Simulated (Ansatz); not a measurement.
# SiS+ (sextet): the correlation ladder, def2-QZVPP

The task here is to estimate one member of a computed series from the others.

Program: Ansatz 0.2.0, Gaussian basis. Level of theory: def2-QZVPP, core rule «outside noble gas», up to 10 orbitals frozen. These are calculated values, not measurements.

Plan: UHF; ROHF; CCSD(T) on UHF.

## The system

The geometry is a PBE0/def2-TZVP stationary point (not a proven minimum) of the parent state, kept for this charge and spin.

2 atoms, charge 1, spin multiplicity 6.

Atoms are counted from 1 here; the program's logs count them from 0.

Bond lengths: Si1–S2 2.145 Å.

Set-up of the first run:

Contents of in.yaml:

```yaml
crystal:
  periodic: [false, false, false]
  atoms:
    - {symbol: Si, position_ang: [0.000000, 0.000000, 0.000000]}
    - {symbol: S, position_ang: [0.000000, 0.000000, 2.144800]}
basis:
  gaussian: {orbitals: "def2-QZVPP.json"}
total_charge: 1
magnetization: {spin_polarized: true, initial_magnetization: 5}
hamiltonian: {xc: hf}
output: {orbitals: {seedname: orbitals}}
```

The run is started by

```console
> ansatz run in.yaml --threads 1 --pin off --events-out ev --progress --plain --max-ram 2393MiB
```

Steps of the session up to this table: UHF; ROHF; CCSD(T) on UHF.

One of the session's tables, all rows but one given; the rest of the session is left out.

| method | from UCCSD(T) (meV) |
| --- | --- |
| ROHF | +5604.8 |
| UHF | +5411.2 |
| UMP2 | ? |
| UCCSD | +242.5 |
| UCCSD(T) | 0 |

Estimate the missing values for UMP2.

The run gave: from UCCSD(T) (meV): +1064.9. In the column «from UCCSD(T) (meV)» it lies between UCCSD (+242.5) and UHF (+5411.2).
